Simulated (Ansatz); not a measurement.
# C4H6O: the cost of one run

The runs use Ansatz 0.2.0, Gaussian basis; the settings change from run to run.

## (1) The molecule

An earlier PBE0-D4 in a triple-zeta def2 set relaxation fixed the geometry.

SMILES `C1=COCC1`, 11 atoms, charge 0, spin multiplicity 1.

Atoms are counted from 1 here; the program's logs count them from 0.

Bond lengths: C1–C2 1.327 Å, C1–C5 1.504 Å, C1–H6 1.079 Å, C2–O3 1.356 Å, C2–H7 1.081 Å, O3–C4 1.439 Å, C4–C5 1.535 Å, C4–H8 1.095 Å, C4–H9 1.090 Å, C5–H10 1.093 Å, C5–H11 1.096 Å. Angles: C2–C1–C5 108.3°, C2–C1–H6 125.8°, C5–C1–H6 125.8°, C1–C2–O3 115.4°, C1–C2–H7 129.8°, O3–C2–H7 114.8°, C2–O3–C4 106.3°, O3–C4–C5 106.8°, O3–C4–H8 107.5°, O3–C4–H9 107.9°, C5–C4–H8 111.4°, C5–C4–H9 114.1°, H8–C4–H9 108.9°, C1–C5–C4 100.9°, C1–C5–H10 113.5°, C1–C5–H11 111.4°, C4–C5–H10 111.5°, C4–C5–H11 112.4° and more.

## (2) LC-wPBE/def2-TZVPP

Set apart from the defaults: charge +1, multiplicity 2.

Contents of in.yaml:

```yaml
crystal:
  periodic: [false, false, false]
  atoms:
    - {symbol: C, position_ang: [0.483514, 0.925887, -0.541541]}
    - {symbol: C, position_ang: [1.010627, 0.729608, 0.659909]}
    - {symbol: O, position_ang: [0.469072, -0.289439, 1.372570]}
    - {symbol: C, position_ang: [-0.424185, -0.978377, 0.478523]}
    - {symbol: C, position_ang: [-0.637418, -0.058796, -0.731589]}
    - {symbol: H, position_ang: [0.766854, 1.700931, -1.236329]}
    - {symbol: H, position_ang: [1.799163, 1.268702, 1.166834]}
    - {symbol: H, position_ang: [0.059852, -1.915790, 0.187012]}
    - {symbol: H, position_ang: [-1.336831, -1.208282, 1.028263]}
    - {symbol: H, position_ang: [-0.576083, -0.612311, -1.671595]}
    - {symbol: H, position_ang: [-1.614564, 0.437846, -0.712036]}
basis:
  gaussian: {orbitals: def2-TZVPP}
total_charge: 1
magnetization: {spin_polarized: true, initial_magnetization: 1}
hamiltonian: {xc: {name: LC-wPBE}}
output: {forces: true}
```

Run with:

```sh
$ ansatz run in.yaml --threads 4 --pin off --events-out ev --progress --plain --max-ram 10444MiB
```

What time and memory should one allow on 4 threads of Arm Neoverse V2, shared host?

About 3.7 s, with a peak of 0.47 GiB.
